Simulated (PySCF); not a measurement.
## Protonation sites of hydrogen sulfide

Parent: hydrogen sulfide, `S` (H2S). Optimised structure (Å), atoms numbered from 1:
```
S     0.0108    0.6223   -0.0046
H    -0.9653   -0.3090   -0.0203
H     0.9775   -0.3188    0.0001
```

These are calculated values, B3LYP-D3(BJ)/def2-TZVP in PySCF (grid level 2) at geometries from PBE0-D3(BJ)/def2-SVP. Thermal corrections: PBE0-D3(BJ)/def2-SVP frequencies, unscaled, ideal gas at 298.15 K and 1 bar, quasi-RRHO entropy.

```csv
site,product,PA / kcal/mol,GB / kcal/mol
S1 (sulfide sulfur),[H3S]+,170.7,163.2
```

PA is −ΔH and GB is −ΔG of B + H⁺ → BH⁺ in the gas phase.

Measured values (NIST Chemistry WebBook, evaluated or the median of agreeing entries): proton affinity (−ΔH) 703 kJ/mol (computed 714, difference 11); gas-phase basicity (−ΔG) 674 kJ/mol (computed 683, difference 9).

Run with `OMP_NUM_THREADS=1 python redox_run.py task.json out` on 1 thread of Arm Neoverse V1, a shared host. Structures, frequencies and single points: 6.3 s of wall time.
